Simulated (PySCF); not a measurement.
Species: C4H4F (charge +1).
SMILES: `FC[c+]1cc1`

Torsions of this conformer, `[F:1][CH2:2][c+:3]1[cH:4][cH:5]1`: F1–C2–C3–C4 1°.

The closed-shell ground state was solved at several levels (PySCF, density fitting, gas phase, non-relativistic). One conformer (not necessarily the lowest) at the PBE0-D3(BJ)/def2-SVP geometry, without solvent, vibrations or thermal averaging.

| level | basis functions | total energy (Eh) | HOMO (eV) | LUMO (eV) | gap (eV) |
| --- | --- | --- | --- | --- | --- |
| PBE0/pcSseg-1 | 105 | -253.9768 | -15.25 | -7.56 | 7.69 |
| wB97X-D/def2-SVPD | 135 | -254.0283 | -17.28 | -5.62 | 11.66 |
| wB97X-D/pcSseg-2 | 236 | -254.3053 | -17.20 | -5.59 | 11.61 |

What might B3LYP/pcJ-1 (175 basis functions) give for the same quantities?

Total energy -254.2923 Eh, HOMO -14.96 eV, LUMO -7.82 eV, gap 7.14 eV.

Over all these levels, which gives the widest orbital gap and which the narrowest?

wB97X-D/def2-SVPD (range-separated hybrid) has the widest, 11.66 eV, and B3LYP/pcJ-1 (global hybrid, 20 % exact exchange) the narrowest, 7.14 eV. Functional and basis both differ between the two, so the spread mixes both effects.

The pairwise dispersion term of wB97X-D wasn't added to the energies; at a given geometry it leaves orbitals and properties as they are.
